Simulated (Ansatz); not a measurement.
Species: C2H2F, charge 0, multiplicity 2. It need not be the lowest isomer of its formula. 
Geometry from a B3LYP-D3(BJ)/def2-TZVP (Ansatz, an electronic-structure program) optimisation:
SMILES: FC=[CH]
```xyz
5

C      0.0300     0.3889     0.0008
C      1.2398    -0.0873    -0.0066
F     -1.0719    -0.3912     0.0045
H     -0.2254     1.4461     0.0047
H      2.2534     0.2654    -0.0109
```
Charge 0, spin multiplicity 2.

Basis-set convergence of Hartree-Fock and CCSD(T) correlation energies (hartree) with Ansatz. Valence correlation only, unless marked. Open shells are spin-unrestricted. No spin-orbit coupling. Non-relativistic.

The UHF reference is spin-contaminated (<S^2> 0.18 over the pure value in the largest basis). 

| basis | functions | E(HF) | E(corr, CCSD(T)) |
|---|---|---|---|
| aug-cc-pVDZ | 87 | -176.25914 | -0.48202 |
| aug-cc-pVTZ | 184 | [?] | [?] |

Task: Some entries are withheld; supply them.

Result: 
- aug-cc-pVTZ, E(HF): -176.30618
- aug-cc-pVTZ, E(corr, CCSD(T)): -0.58575
